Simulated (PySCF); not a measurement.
# Worked example: entropy of an ideal gas

O3, SMILES O=[O+][O-] (connectivity only; charge and spin as stated), charge -1, multiplicity 2.

The structure is a stationary point at PBE0-D3(BJ)/def2-TZVPD. The isomer is the one that the SMILES or the coordinates give; other isomers of the formula were not compared.

PBE0-D3(BJ)/def2-TZVPD (PySCF 2.14.0) gives the harmonic wavenumbers 630, 959, 1122 cm⁻¹ and the rotational temperatures 4.5263, 0.6016, 0.5310 K. The molar mass is 48.00 g/mol, the symmetry number 2, the spin multiplicity 2.

Problem. Work out the entropy at 298.15 K and 1 atm in the rigid-rotor, harmonic-oscillator model.

Solution. 
Translation (Sackur–Tetrode at 1 atm): S = R[1.5 ln M + 2.5 ln T − 1.16487] = 157.0 J/(mol K).
Rotation: q = (√π/σ) T^1.5/√(θA θB θC) = 3790, S = R[ln q + 3/2] = 81.0 J/(mol K).
Vibration: with u = 1.4388 ν/T, each mode gives R[u/(e^u − 1) − ln(1 − e^−u)]:
```
ν (cm⁻¹)  modes     u  S (J/(mol K))
--------  -----  ----  -------------
630           1  3.04           1.68
959           1  4.63           0.46
1122          1  5.41           0.24
```
These are all the modes. Sum 2.4 J/(mol K).
Spin: R ln 2 = 5.8 J/(mol K).
Total 246.2 J/(mol K); the program's own thermochemistry gives 246.2. Translation makes up 64 % and vibration 1 %. Anharmonicity, hindered rotation and orbital degeneracy are left out.
